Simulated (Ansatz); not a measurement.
## C2H2O2, SMILES OC1=CO1: a rigid scan of one bond length

Run with Ansatz's Python interface.

Contents of `c2h2o2.xyz`:
```text
6

O    -0.58250    0.99940   -0.89280
C    -0.09730    0.14390   -0.13170
C     0.71280   -0.31970    0.71560
O    -0.16200   -1.13510    0.23160
H    -1.37420    0.59860   -1.36750
H     1.54540   -0.35110    1.39870
```

The script, `run_scan.py`:
```python
# -*- coding: utf-8 -*-
'''Potential curve of C2H2O2 along one bond.'''

from dataclasses import dataclass

import ansatz as az
import numpy as np


@dataclass(frozen=True)
class Settings:
    basis: str = 'cc-pVDZ'
    xc: str = 'b3lyp'
    dispersion: str = 'd4'


cfg = Settings()

geometry = az.Crystal.molecule_from_extxyz('c2h2o2.xyz')

symbols = [site.symbol for site in geometry.cartesian_sites]
start = np.array([site.position_ang for site in geometry.cartesian_sites])
axis = (start[0] - start[1]) / np.linalg.norm(start[0] - start[1])
moving = [0, 4]
lengths, energies = [1.094, 1.144, 1.194, 1.244, 1.293, 1.343, 1.393, 1.467], []
for length in lengths:
    xyz = start.copy()
    xyz[moving] += (length - np.linalg.norm(start[0] - start[1])) * axis
    point = az.Crystal.molecule()
    for symbol, place in zip(symbols, xyz):
        point = point.atom(symbol, place.tolist())
    setup = point.calculation()
    setup = setup.basis(gaussian=cfg.basis).functional(cfg.xc, dispersion=cfg.dispersion)
    r = setup.run().report
    energies.append(r['free_energy_ev'])
    print(f'r = {length:6.3f} A  E = {energies[-1]:.5f} eV  <S^2> = {abs(r["mean_field"]["state"]["spin_squared"]):.3f}')

# quartic fit about the minimum
fit = np.polynomial.Polynomial.fit(lengths, np.array(energies) - min(energies), 4).convert()
roots = [r.real for r in fit.deriv().roots() if abs(r.imag) < 1e-9 and fit.deriv(2)(r.real) > 0]
r_e = min(roots, key=lambda r: abs(r - lengths[int(np.argmin(energies))]))
print(f'minimum of the fit at {r_e:.4f} A, force constant {fit.deriv(2)(r_e):.2f} eV/A^2')
```

```console
$ python run_scan.py
r =  1.094 A  E = -6192.73113 eV  <S^2> = 0.000
r =  1.144 A  E = -6193.68413 eV  <S^2> = 0.000
r =  1.194 A  E = -6194.28760 eV  <S^2> = 0.000
r =  1.244 A  E = -6194.62987 eV  <S^2> = 0.000
r =  1.293 A  E = -6194.77643 eV  <S^2> = 0.000
r =  1.343 A  E = -6194.78351 eV  <S^2> = 0.000
r =  1.393 A  E = -6194.68546 eV  <S^2> = 0.000
r =  1.467 A  E = -6194.40919 eV  <S^2> = 0.000
minimum of the fit at 1.3201 A, force constant 47.27 eV/A^2
```

Notes:
- Total energies depend on the basis set; only differences at equal settings carry meaning.
- The rest of the molecule is held rigid at a force-field or estimated start geometry, and the basis set is modest; single-reference methods fail as a bond breaks.
- b3lyp holds the VWN-RPA fit, as in Gaussian; the form of ORCA and Turbomole is b3lyp5.
- The orbitals are restricted, so S² is zero by construction.
- Toward dissociation an unrestricted state can lie under the restricted one, by tenths of an eV for polar bonds under a functional and by 1 to 2 eV or more for others.
- Timing: 9.8 s on 1 thread of Arm Neoverse V2 (shared host), peak memory 0.18 GiB.
